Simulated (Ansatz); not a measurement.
## Ansatz (development build ahead of 0.2.0) run

```yaml
crystal:
  periodic: [false, false, false]
  atoms:
    - { symbol: C, position_ang: [0.00989, 0.0436, -0.02238] }
    - { symbol: C, position_ang: [1.39727, -0.04642, 0.00738] }
    - { symbol: C, position_ang: [-0.72814, 1.20556, -0.04109] }
    - { symbol: C, position_ang: [-0.69919, -1.20615, 0.04568] }
    - { symbol: H, position_ang: [1.95764, -0.89067, -0.00802] }
    - { symbol: H, position_ang: [1.98673, 0.90692, -0.03918] }
    - { symbol: H, position_ang: [-1.75815, 1.27116, 0.00803] }
    - { symbol: H, position_ang: [-0.17762, 2.17817, 0.04997] }
    - { symbol: H, position_ang: [-1.8456, -1.25666, -0.01294] }
    - { symbol: H, position_ang: [-0.19112, -2.16287, -0.04499] }
basis:
  gaussian: { orbitals: cc-pVDZ }
magnetization:
  spin_polarized: true
  initial_magnetization: 2
hamiltonian:
  xc: hf
correlation:
  method: mp2
  frozen_orbitals: { C: 1, H: 0 }
```

The input is written out in the form of the current development build from the run's settings.

The run gave:

* Converged: yes
* Reference energy: -154.89631 hartree
* Correlation energy: -0.47770 hartree
* Total energy: -155.37401 hartree
* Spin squared of the determinant: 2.188

Caution: the unrestricted determinant is spin contaminated.
